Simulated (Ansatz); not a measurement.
# [GeH$_{3}$···H···GeH$_{3}$], doublet in cc-pVDZ: errors against UCCSDT(Q)

Geometry: a point of a hydrogen-transfer path between rigid fragments, not a stationary point.

```xyz
9

Ge   -1.9313    0.0000    0.0000
H    -2.4427    1.4466    0.0000
H    -2.4427   -0.7233    1.2528
H    -2.4427   -0.7233   -1.2528
H    -0.2823    0.0000    0.0000
Ge    1.9367    0.0000    0.0000
H     2.4054   -1.4659    0.0000
H     2.4054    0.7330   -1.2695
H     2.4054    0.7330    1.2695
```

Basis cc-pVDZ; Ansatz 0.2.0. Correlated methods freeze the noble-gas cores and the filled d shells of p-block atoms, which leaves 15 electrons in 61 orbitals. Prefix R: restricted or restricted open-shell reference; prefix U: unrestricted. No spin–orbit coupling is included, and no scalar relativity.

Full CI isn't at hand for all of this; UCCSDT(Q) serves as the reference, and is uncertain by about the last step of the cluster series.

The UHF ⟨S²⟩ is 0.763 and the T1 diagnostic (RCCSD) is 0.0154. The largest doubles amplitude (RCCSD) is 0.028. The T1 diagnostic (UCCSD) is 0.0117.

Task: From what is known of these methods and the diagnostics, rank them by the size of their error in total energy against UCCSDT(Q) in cc-pVDZ, smallest first (an estimate: the text doesn't fix the numbers).
A. UCCSD
B. UHF
C. UCCSD(T)
D. UMP2
E. UCCSDT

Result: E (4 meV), C (38 meV), A (182 meV), D (1689 meV), B (7416 meV).

All errors are against UCCSDT(Q) in cc-pVDZ. Within each family the higher level lies nearer, as is usual though not guaranteed.
